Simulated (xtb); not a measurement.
A geometry relaxed with xtb with GFN2-xTB, charge 0, multiplicity 2:

```xyz
2

H     -0.4817     0.0000     0.0000
O      0.4817     0.0000     0.0000
```

Write the SMILES of this molecule.

`[OH]`
